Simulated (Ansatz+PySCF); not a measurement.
Values are calculated unless marked as measured or tabulated.
Several solutions for singlet BH

```yaml
atoms:
  - { symbol: B, position_ang: [0.0000, 0.0000, -0.3757] }
  - { symbol: H, position_ang: [0.0000, 0.0000, 1.8785] }
```

Basis set: 6-31G (spherical functions). Charge 0, multiplicity 1.

PBE0 (unrestricted) was run from several starts with Ansatz (development build ahead of 0.2.0) and PySCF 2.14.0.

| run | program | start | converged | energy (hartree) | <S²> |
| --- | --- | --- | --- | --- | --- |
| A | PySCF | program defaults | yes | -25.14274 | 0.00 |
| B | Ansatz | stability test followed | yes | -25.14313 | 0.15 |
| C | Ansatz | atomic start, no search | yes | -25.14275 | 0.00 |
| D | Ansatz | search for the lowest state | yes | -25.14313 | 0.15 |

Which runs reached the lowest solution of this kind, and what is wrong with the others?

B, D reached the lowest solution found. Converged but too high: A by 0.01 eV, C by 0.01 eV. Convergence only shows a stationary point, and even a stable one can lie too high; stability tests and further starts are what find lower ones. Caution: charge can spread falsely over distant fragments. Caution: the unrestricted determinant is spin contaminated.
